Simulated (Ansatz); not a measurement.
**Basis-set limit of CHN⁺, quartet**

```xyz
3

N     0.0000    0.0792    0.6323
C     0.0000   -0.1496   -0.6235
H     0.0000    0.6827   -1.3569
```

Connectivity, by distances: N–CH.

Ansatz 0.2.0, UHF determinant, valence electrons correlated. Energies in eV.

| set | X | functions | Hartree–Fock | MP2 correlation | CCSD(T) correlation | time |
| --- | --- | --- | --- | --- | --- | --- |
| def2-TZVPP | 3 | 76 | -2513.7348 | -5.6835 | -6.7623 | 18 s on 1 × NVIDIA H100 80GB HBM3 with 1 thread of AMD EPYC 7R13 Processor (Zen 3), with other jobs on the host |
| def2-QZVPP | 4 | 144 | -2513.8410 | -6.1582 | -7.1857 | 21 s on 1 × NVIDIA H100 80GB HBM3 with 1 thread of AMD EPYC 7R13 Processor (Zen 3) (shared host) |

Hartree–Fock is taken to follow E(X) = E∞ + A·exp(−7.88·√X), correlation E(X) = E∞ + B·X^−2.97.

Cautions: lower spins were not checked.

Q: Work out the CCSD(T) energy at the limit, and how far the shortcut misses it that extrapolates MP2 and adds CCSD(T) minus MP2 from the smaller set.

A: Hartree–Fock: E∞ = E4 + 0.1377·(E4 − E3) = -2513.8556. Correlation: E∞ = E4 + 0.7407·(E4 − E3) = -7.4993 for CCSD(T) and -6.5098 for MP2. The limit is -2521.3549 eV, 0.328 eV below def2-QZVPP. The shortcut gives a correlation energy of -6.5098 + (-1.0787) = -7.5886, 89 meV lower than the direct value.
